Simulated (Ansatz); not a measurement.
in.yaml

```yaml
crystal:
  periodic: [false, false, false]
  atoms:
    - {symbol: Ti, position_ang: [0.000000, 0.000000, 0.876466]}
    - {symbol: Si, position_ang: [0.000000, 0.000000, -1.616810]}
    - {symbol: H, position_ang: [0.000000, 1.527869, 1.713949]}
    - {symbol: H, position_ang: [0.000000, -1.527869, 1.713949]}
basis:
  gaussian: {orbitals: def2-SVP}
magnetization: {spin_polarized: true, initial_magnetization: 4}
hamiltonian: {xc: {name: r2SCANh}}
```

```sh
$ ansatz run in.yaml --threads 1 --pin off --events-out ev --progress --plain --max-ram 2393MiB
```

Log:

```
622 factors; integrals over basis functions are off by at most 1.0e-3 eV
mean field evaluation 1: about -31003.4676 eV, gradient 3.5e1 eV
mean field evaluation 2: about -30924.4320 eV, gradient 7.6e1 eV
mean field evaluation 4: about -31012.5367 eV, gradient 5.7e0 eV
mean field evaluation 8: about -31012.8483 eV, gradient 3.0e-1 eV
mean field evaluation 16: about -31012.8504 eV, gradient 1.1e-3 eV
mean field evaluation 32: about -31013.0797 eV, gradient 6.7e-3 eV
mean field -31013.07970843 eV, -1139.7096578645 hartree, gradient 6.4e-6 eV, S^2 6.032340; 3 other end points of the search recorded, 0 dependent functions left out
reference -31013.07972652 eV, -1139.7096585293 hartree; 21, 17 occupied and 38, 42 virtual orbitals, 622 factors
Total energy: -31013.07972652 eV, -1139.7096585293 hartree
```

Ran on 1 thread of Intel Xeon 6975P-C, shared host: 12 s wall, 0.22 GiB peak host memory.
